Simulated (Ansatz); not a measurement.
Results of the Gaussian-basis code of Ansatz.

Basis-set series for CH$_{3}$NO$_{2}$ (`NC(=O)O`). Charge 0, multiplicity 1. All single points use the PBE0-D4/def2-TZVP geometry. It is one conformer, not always the lowest.

```tsv
functional	basis	functions	energy (Eh)	HOMO (eV)	LUMO (eV)
PBE0-D4	def2-SVP	71	-244.70271	-7.83	1.69
PBE0-D4	def2-TZVPP	166	-244.99228	-8.12	0.87
ωB97M-V	def2-SVP	71	-244.88240	-10.24	3.30
ωB97M-V	def2-TZVPP	166	-245.18020	-10.53	2.26
```

(1) Give the rows for def2-QZVPP. (Best estimate.)

Answers

(1) The calculation gave: 
```csv
functional,basis,functions,energy (Eh),HOMO (eV),LUMO (eV)
PBE0-D4,def2-QZVPP,318,-245.00577,-8.18,0.44
ωB97M-V,def2-QZVPP,318,-245.19307,-10.60,1.61
```

Positive LUMOs are unbound and depend on the basis.
